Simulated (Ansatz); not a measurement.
Born–Oppenheimer molecular dynamics of CH6AlCl (9 atoms, charge 0, multiplicity 1). It starts at the highest image of a converged band. Of that band: A vibrational analysis at the climbing image gives 2 clearly imaginary modes (476i, 50i cm⁻¹): a point of higher order. A lower path may pass nearby, or the ends, which weren't checked, may share the extra mode.

These are results of RKS PBE0/def2-SVP in Ansatz, not measurements.

```
ensemble                      : NVE (velocity Verlet)
time step                     : 0.5 fs
steps asked                   : 200
starting velocities drawn for : 300 K
seed                          : 8837
```

First frame:

```xyz
9
Properties=species:S:1:pos:R:3
Al -0.043 -0.199 0.203
C -0.024 0.001 2.230
H -0.985 -0.070 2.764
H 0.769 -0.436 2.860
H 0.221 1.083 2.200
H 1.381 -0.058 -0.479
H -1.415 0.221 -0.470
Cl -0.263 -2.644 0.710
H -0.142 -1.586 1.626
```

(1) How far do the bonds stretch over the last three quarters of this one trajectory? (Pairs bonded in most of those frames.)

Results:

(1) 
| bond | mean (Å) | spread (Å) | shortest | longest |
| --- | --- | --- | --- | --- |
| Al1–H6 | 1.585 | 0.019 | 1.55 | 1.62 |
| Al1–H7 | 1.590 | 0.028 | 1.54 | 1.64 |
| Al1–Cl8 | 2.172 | 0.139 | 1.95 | 2.38 |
| C2–H3 | 1.105 | 0.038 | 1.03 | 1.18 |
| C2–H4 | 1.101 | 0.028 | 1.04 | 1.16 |
| C2–H5 | 1.110 | 0.043 | 1.03 | 1.19 |
| C2–H9 | 1.121 | 0.084 | 0.98 | 1.27 |

Pairs bonded in part of these frames only: Al1–C2 9 %.

Mean temperature of the second half: 1573 K. The conserved energy stayed within 0.56 meV per atom of its start (net change 0.073 meV per atom), so the integration is sound. The kinetic energy rose, since the run started high on the potential surface and went downhill. It ends in pieces (AlClH2 + CH4), so much of that is their flight and rotation, not heat. A run of 0.1 ps of so small a system gives no equilibrium averages. The orbitals stay closed-shell, which can raise the energy where a bond breaks towards radicals; this wasn't checked here.

Run time: 7.2 min on 1 thread of Arm Neoverse V2, with other jobs on the host, peak memory 0.17 GiB.
